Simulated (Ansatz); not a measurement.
`C=C=CS` + H₂ → `C=C=C` + H₂S at 700 K and 1 bar (hydrogenolysis of a C–S bond).

Computed with Ansatz on PBE0-D4/def2-TZVP structures; ΔE is electronic, products minus reactants. CCSD(T)/CBS adds triple-zeta CCSD(T) − MP2 to the extrapolated MP2 energy (def2 sets, frozen cores). This one scheme is used for every species. Each species was taken in one conformer, which may not be the lowest.

| species | CCSD(T)/CBS energy (Eh) | H − E (kJ/mol) | S (J/(mol·K)) |
| --- | --- | --- | --- |
| `C=C=CS` | -514.26554 | 203.8 | 383.8 |
| H₂ | -1.17544 | 46.8 | 155.3 |
| `C=C=C` | -116.49399 | 189.5 | 308.4 |
| H₂S | -398.97279 | 64.8 | 236.9 |

H − E and S are ideal-gas, rigid-rotor, harmonic terms from PBE0-D4/def2-TZVP, for one conformer and one mirror image of each species. For small species the MP2-based limit differs from directly extrapolated CCSD(T) by up to some mEh (0.8 for H₂); such offsets cancel only in part. 1 Eh = 2625.50 kJ/mol, R = 8.31446 J/(mol·K).

Q: By hand: ΔE, ΔH, ΔS and ΔG.

A: ΔE = (-116.49399) + (-398.97279) − (-514.26554) − (-1.17544) = -0.02580 Eh = -67.7 kJ/mol. Δ(H − E) = 189.5 + 64.8 − 203.8 − 46.8 = 3.7, so ΔH = -64.0 kJ/mol. ΔS = 308.4 + 236.9 − 383.8 − 155.3 = 6.2 J/(mol·K). ΔG = -64.0 − 700 × (6.2)/1000 = -68.3 kJ/mol.

Q: By hand: the equilibrium constant, and the temperature at which ΔG would vanish if ΔH and ΔS stayed fixed.

A: log₁₀ K = −ΔG/(RT ln 10) = 5.1. ΔH and −TΔS have one sign here, so there is no such temperature.

The number of gas molecules stays the same, so ΔS is small and ΔH decides. A doubt of 5 kJ/mol in ΔE shifts log₁₀ K by 0.4 here. Other conformers and mirror images would add mixing entropy, several J/(mol·K) or more a flexible species. These are equilibria of isolated gas molecules and say nothing of rates. Largest T1 diagnostic: 0.013 (customary marks: 0.02 for closed shells, 0.045 for open ones).

ΔS is within the doubt of such terms, so its sign, and with it that verdict, could turn.
